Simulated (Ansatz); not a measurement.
A nudged elastic band was laid between two geometries of AlClFH2 (5 atoms, charge 0, multiplicity 2).

Computed with UKS B3LYP-D4/def2-SVP in Ansatz 0.2.0.

| Property | Result |
| --- | --- |
| movable images | 9 |
| climbing image | yes |
| spring | 5.0 eV/Å² |
| optimiser | quadratic models (default) |
| start path | through a guess of the saddle point |
| force threshold | 0.03 eV/Å |
| iteration limit | 60 |
| end points | relaxed |

Initial state:

```xyz
5
Properties=species:S:1:pos:R:3
Al 0.140 -0.170 0.668
Cl -0.811 1.317 2.319
H 1.515 0.427 0.187
H -1.019 -0.716 -0.246
F 0.176 -0.859 2.272
```

Final state:

```xyz
5
Properties=species:S:1:pos:R:3
Al 0.135 0.095 0.002
Cl -0.138 -0.097 2.102
H 1.491 0.729 -0.479
H -1.040 -0.413 -0.912
F -0.448 -0.314 4.486
```

(1) What changes between the two ends?

(2) Give the energies along the band, and the barrier.

## Answers

(1) Bonds broken: Al1–F5. AlClFH2 becomes AlClH2 + F.

(2) It converged. The highest image is number 10 of 0 to 10, 2.07 eV above the first end and 0.00 eV above the last; the last end lies 2.07 eV above the first. The highest image is an end point: on this band no image between the ends rises above it. A vibrational analysis next to that end finds imaginary modes (86i, 68i cm⁻¹), so it isn't a minimum.

```csv
image,path coordinate (Å),energy (eV),Al1–F5 (Å)
0,0.00,0.00,1.75
1,0.51,0.14,1.76
2,1.01,0.62,1.89
3,1.52,1.47,2.42
4,2.02,1.71,2.96
5,2.52,1.78,3.40
6,3.03,1.84,3.76
7,3.52,1.92,4.10
8,4.02,2.00,4.38
9,4.52,2.07,4.54
10,4.58,2.07,4.54
```

Run time: 5.8 min on 1 thread of Intel(R) Xeon(R) 6975P-C (Granite Rapids) (shared host), peak memory 0.17 GiB.
